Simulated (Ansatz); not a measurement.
Input file:

```yaml
crystal:
  periodic: [false, false, false]
  atoms:
    - {symbol: Mo, position_ang: [0.000000, 0.000000, 0.000000]}
    - {symbol: Si, position_ang: [0.000000, 0.000000, 2.214400]}
basis:
  gaussian: {orbitals: def2-SVPD}
magnetization: {spin_polarized: true, initial_magnetization: 4}
hamiltonian: {xc: hf}
output: {forces: true, orbitals: {seedname: orbitals}}
```

```sh
$ ansatz run in.yaml --threads 1 --pin off --events-out ev --progress --plain --max-ram 2393MiB
```

The program prints:

```
557 factors; integrals over basis functions are off by at most 5.6e-4 eV
mean field evaluation 1: about -9689.9936 eV, gradient 2.1e1 eV
mean field evaluation 2: about -9690.0530 eV, gradient 2.1e1 eV
mean field evaluation 4: about -9692.9378 eV, gradient 4.1e0 eV
mean field evaluation 8: about -9692.7625 eV, gradient 6.8e-1 eV
mean field evaluation 16: about -9695.2271 eV, gradient 3.7e-2 eV
mean field evaluation 32: about -9345.0317 eV, gradient 1.5e2 eV
mean field evaluation 64: about -9695.1436 eV, gradient 1.2e0 eV
mean field evaluation 96: about -9692.9865 eV, gradient 4.5e-1 eV
mean field evaluation 128: about -9691.8208 eV, gradient 1.8e-2 eV
mean field evaluation 160: about -9691.5175 eV, gradient 1.4e1 eV
mean field evaluation 192: about -9694.7117 eV, gradient 4.6e-4 eV
mean field evaluation 224: about -9695.2155 eV, gradient 3.1e-1 eV
mean field evaluation 256: about -9693.4755 eV, gradient 1.0e1 eV
mean field evaluation 288: about -9694.6936 eV, gradient 3.4e-1 eV
mean field evaluation 320: about -9694.6818 eV, gradient 5.6e-1 eV
mean field evaluation 352: about -9691.5754 eV, gradient 8.0e-1 eV
mean field evaluation 384: about -9687.5538 eV, gradient 2.9e1 eV
mean field evaluation 416: about -9693.0225 eV, gradient 1.6e0 eV
mean field evaluation 448: about -9680.3465 eV, gradient 2.2e1 eV
mean field evaluation 480: about -9692.7752 eV, gradient 1.3e-1 eV
mean field -9695.22718149 eV, -356.2930272588 hartree, gradient 4.5e-6 eV, S^2 7.571867; 14 other end points of the search recorded, 0 dependent functions left out
the calculation of the forces begins
reference -9695.22718149 eV, -356.2930272588 hartree; 16, 12 occupied and 42, 46 virtual orbitals, 557 factors
Total energy: -9695.22718149 eV, -356.2930272588 hartree
Atom 0 at     0.000000     0.000000     0.000000 Å, force    -0.000000     0.000000    -3.506387 eV/Å
Atom 1 at     0.000000     0.000000     2.214400 Å, force     0.000000    -0.000000     3.506387 eV/Å
Dipole moment:     0.000000    -0.000000    -0.711846 e Å
```

Forces (eV/Å):
```
Mo   0.000  0.000 -3.506
Si   0.000  0.000  3.506
```

Ran on 1 thread of Arm Neoverse V2, shared host: 4.5 s wall, 0.09 GiB peak host memory.
